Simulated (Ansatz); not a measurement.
Ge (diamond): energy against volume

Theory: DFT, PBE, plane waves (420 eV) with PAW, scalar-relativistic in Ansatz 0.2.0.

The cell is scaled uniformly from the relaxed one, with fractional coordinates and shape fixed. Energies are extrapolated to zero smearing, pressures are those at the given smearing. Magnetic state: spin not included.

A Birch-Murnaghan fit gives V₀ = 23.90 Å³/atom, B₀ = 59 GPa, B₀′ = 4.9.

**Question.** What are the energy above the minimum and the pressure at 21.152 Å³/atom?

**Answer.** 73.2 meV/atom and 9.64 GPa as computed.

**Question.** What are the energy above the minimum and the pressure at 22.114 Å³/atom?

**Answer.** 28.4 meV/atom and 5.49 GPa as computed.

**Question.** What are the energy above the minimum and the pressure at 23.075 Å³/atom?

**Answer.** 5.6 meV/atom and 2.27 GPa as computed.
